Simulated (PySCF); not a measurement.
A structure optimised at PBE-D3(BJ)/def2-SVP, used in a PySCF frequency run:

```xyz
5

F      0.7699    -0.7699     0.7699
C      0.0000     0.0000     0.0000
F     -0.7699    -0.7699    -0.7699
F     -0.7699     0.7699     0.7699
F      0.7699     0.7699    -0.7699
```
Charge 0, spin multiplicity 1.

### Question
Write its SMILES, formula and point group.

### Answer
FC(F)(F)F, CF4, Td

### Question
What are its rotational constants (standard atomic weights)?

### Answer
5.6092, 5.6092, 5.6092 GHz
